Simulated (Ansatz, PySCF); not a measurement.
Reaction: CH5N (SMILES CN) + H+ → CH6N+ (SMILES C[NH3+])
Each species at its own B3LYP-D3(BJ)/def2-TZVP minimum (Ansatz, a first-principles code).

Total energies in hartree (Ansatz). UHF or UKS for unpaired electrons; spin-orbit terms are left out. Cores are frozen in correlated methods. No relativity.

| species | HF/cc-pVTZ | CCSD(T)/cc-pVTZ | HF/cc-pVQZ | CCSD(T)/cc-pVQZ | CCSD(T)/cc-pVDZ | CCSDT(Q)/cc-pVDZ |
|---|---|---|---|---|---|---|
| 1: CH5N (methanamine, SMILES NC) | -95.25314 | -95.69657 | -95.26063 | -95.72773 | -95.58581 | -95.58689 |
| 2: CH6N+ (SMILES C[NH3+]) | -95.61783 | -96.05631 | -95.62430 | -96.08493 | -95.95157 | -95.95259 |

Q: Work out the proton affinity (enthalpy at 298 K, ideal-gas terms from PySCF's Hessians at B3LYP-D3(BJ)/def2-TZVP), positive where energy is released in kcal/mol: take Hartree-Fock from cc-pVQZ, extrapolate the CCSD(T) correlation energy as X^-3 (X = 3, 4), and add CCSDT(Q) - CCSD(T) in cc-pVDZ. The further terms named in the bracket sum to -0.01298 hartree. 1 hartree = 627.51 kcal/mol.

A: 
Species 1: correlation (64·(-0.46710) - 27·(-0.44343))/37 = -0.48437; step -0.00108; E1 = -95.26063 + (-0.48437) + (-0.00108) = -95.74608
H+ has no electrons: E = 0
Species 2: correlation (64·(-0.46063) - 27·(-0.43848))/37 = -0.47679; step -0.00102; E2 = -95.62430 + (-0.47679) + (-0.00102) = -96.10211
+1·E1 -1·E2 -0.01298 = 0.34305 hartree = 215.3 kcal/mol. From measured enthalpies of formation at 298 K: 215.0 kcal/mol (Active Thermochemical Tables 1.112 (ions: stationary electron), as tabulated in the package chemicals). The calculations leave out spin-orbit terms. The composite differs from it by +0.3 kcal/mol; core, relativistic and spin-orbit terms are not in it.
